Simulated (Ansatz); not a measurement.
```xyz
10

N    -1.066    0.495    0.221
C     0.004   -0.378   -0.172
N     0.760   -0.913    0.924
S     1.300    0.378   -1.259
H    -1.680    0.713   -0.553
H    -0.706    1.367    0.594
H    -0.437   -1.209   -0.727
H     1.245   -0.171    1.416
H     0.130   -1.365    1.577
H     0.449    1.083   -2.020
```

The species carries charge 0 and has multiplicity 1.

(1) List the ωB97M-V/def2-TZVPP orbital energies in eV (Ansatz). (Best estimate.)

Results:

(1) Computed: Occupied: -2426.56, -394.54, -394.38, -283.89, -220.52, -163.65, -163.56, -163.43, -29.02, -26.66, -23.28, -20.05, -17.37, -16.32, -15.95, -14.04, -13.13, -12.65, -10.13, -9.66, -9.06. Lowest empty: 1.95, 3.16, 3.30, 3.42, 3.65, 4.77, 4.82, 6.34.
